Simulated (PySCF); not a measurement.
**Beryllium: a sound run and one with changed settings**

Sound run: Be [He] 2s2, Be⁺ [He] 2s1. Calculation: PySCF 2.14, in jorge-DZP-DKH; scalar relativity by spin-free X2C-1e. The sound run starts from symmetry-adapted Hartree-Fock orbitals and uses a fine grid where one is needed.

Changed run: radial step 0.8 in ln r (0.13 in the sound run). This setting is unsound on purpose.

```
species  method  sound run (hartree)  changed run (hartree)  converged
     Be     UHF            -14.57420              -14.57420        yes
     Be     LDA            -14.44715              -14.45311        yes
     Be    BP86            -14.65983              -14.66860        yes
    Be⁺     UHF            -14.27885              -14.27885        yes
    Be⁺     LDA            -14.11587              -14.11664        yes
    Be⁺    BP86            -14.32530              -14.32840        yes
```

Ionisation energy of Be:

```tsv
method	sound run (eV)	changed run (eV)
UHF	8.037	8.037
LDA	9.015	9.156
BP86	9.103	9.257
```

A coarse radial grid mis-integrates the density and the exchange-correlation energy, with errors of either sign; Hartree-Fock needs no grid.

For comparison, NIST gives 9.323 eV between the lowest levels.
